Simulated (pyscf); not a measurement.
HO–WH(F)(F)(F)–F -> O=W(F)(F)(F)–F + H₂ (elimination; singlet surface; H–O, H–W broken, H–H formed). Structures and frequencies: ωB97X-D3(BJ)/def2-SVP in PySCF. Energies in eV from the reactant's lowest minimum found.

| level | barrier | reaction energy |
|---|---|---|
| ωB97X-D3(BJ)/def2-TZVP | 1.08 | -0.98 |
| PBE/def2-TZVP | 0.78 | -1.04 |
| r²SCAN/def2-TZVP | 0.89 | -1.00 |
| PBE0-D3(BJ)/def2-TZVP | 0.97 | -0.92 |
| ωB97M-D3(BJ)/def2-TZVP | 1.09 | -0.97 |
| HF/def2-TZVP | 1.63 | -0.97 |

The functionals in the table span 0.32 eV in this barrier, from PBE to ωB97M-D3(BJ). At the saddle there is also a short H–W contact that neither side keeps. One saddle was located; it need not be the lowest between these sides. Elements past Kr carry the def2 core potentials, without spin-orbit coupling.
